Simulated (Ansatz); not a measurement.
**H2Cl (doublet): the correlation ladder at distance Cl1–H2 along a hydrogen transfer = 1.362 Å, cc-pVDZ**

How much of the correlation energy of H2Cl (doublet) does each wave-function method recover here?

Computed with Ansatz 0.2.0, Gaussian basis. Level: cc-pVDZ, core rule «outside noble gas», up to 5 orbitals frozen.

The runs, in order: UHF; CCSD(T) on ROHF; CCSD(T) on UHF; BCCD(T) on ROHF; CISD; CCSDT(Q) on ROHF; CCSDT(Q) on UHF; CISDTQ; CCSDTQ on ROHF; CCSDTQ on UHF; CASSCF and MRCISD+Q, 3 electrons in 3 orbitals; CASSCF and NEVPT2, 3 electrons in 3 orbitals; CASSCF and MRCISD+Q, 9 electrons in 6 orbitals; CASSCF and NEVPT2, 9 electrons in 6 orbitals; Full CI.

### Step 1. The system

The geometry derives from fragments relaxed apart (PBE0/def2-TZVP) and kept rigid, so it is no stationary point. A hydrogen atom is moved between rigid fragments.

3 atoms, charge 0, spin multiplicity 2.

Atoms are counted from 1 here; the program's logs count them from 0.

Bond lengths: Cl1–H2 1.362 Å.

### Step 2. UHF

Contents of in.yaml:

```yaml
crystal:
  periodic: [false, false, false]
  atoms:
    - {symbol: Cl, position_ang: [0.000000, 0.000000, -1.225333]}
    - {symbol: H, position_ang: [0.000000, 0.000000, 0.136667]}
    - {symbol: H, position_ang: [0.000000, 0.000000, 1.088667]}
basis:
  gaussian: {orbitals: cc-pVDZ}
magnetization: {spin_polarized: true, initial_magnetization: 1}
hamiltonian: {xc: hf}
output: {orbitals: {seedname: orbitals}}
```

On the command line:

```console
> ansatz run in.yaml --threads 1 --pin off --events-out ev --progress --plain --max-ram 3968MiB --backend cpu
```

After this run come: CCSD(T) on ROHF; CCSD(T) on UHF; BCCD(T) on ROHF; CISD; CCSDT(Q) on ROHF; CCSDT(Q) on UHF; CISDTQ; CCSDTQ on ROHF; CCSDTQ on UHF; CASSCF and MRCISD+Q, 3 electrons in 3 orbitals; CASSCF and NEVPT2, 3 electrons in 3 orbitals; CASSCF and MRCISD+Q, 9 electrons in 6 orbitals; CASSCF and NEVPT2, 9 electrons in 6 orbitals; Full CI.

Before running them: what should the planned runs give, taken together? Wanted: FCI below the RHF energy; RMP2 from FCI; UMP2 from FCI; RCCSD from FCI; RCCSD(T) from FCI; UCCSD(T) from FCI; RCCSDT(Q) from FCI; UCCSDT(Q) from FCI; NEVPT2 pair from FCI.

The runs gave:

| quantity | value |
| --- | --- |
| FCI below the RHF energy | -5.0278 eV |
| RMP2 from FCI | +625.5 meV |
| UMP2 from FCI | +643.5 meV |
| RCCSD from FCI | +100.8 meV |
| RCCSD(T) from FCI | +18.1 meV |
| UCCSD(T) from FCI | +17.7 meV |
| RCCSDT(Q) from FCI | +0.6 meV |
| UCCSDT(Q) from FCI | +0.6 meV |
| NEVPT2 pair from FCI | +563.0 meV |
| MRCISD+Q pair from FCI | +5.3 meV |
| NEVPT2 valence from FCI | +935.5 meV |
| levels within 1 kcal/mol (43 meV) | RCCSD(T), UCCSD(T), BCCD(T), RCCSDT, UCCSDT, CISDTQ, RCCSDT(Q), UCCSDT(Q), RCCSDTQ, UCCSDTQ, MRCISD+Q pair, MRCISD+Q valence |
| T1 diagnostic | 0.024 |
| effectively unpaired electrons | 1.03 |

RCCSD(T) misses by +18.1 meV, 0.4 % of the correlation energy. One determinant dominates. Of the multireference levels listed MRCISD+Q valence comes nearest in total energy (+5.1 meV), which doesn't show that its space is the better one. These misses are within one basis, not against nature; the frozen cores of restricted and unrestricted runs differ, which can shift their rows.
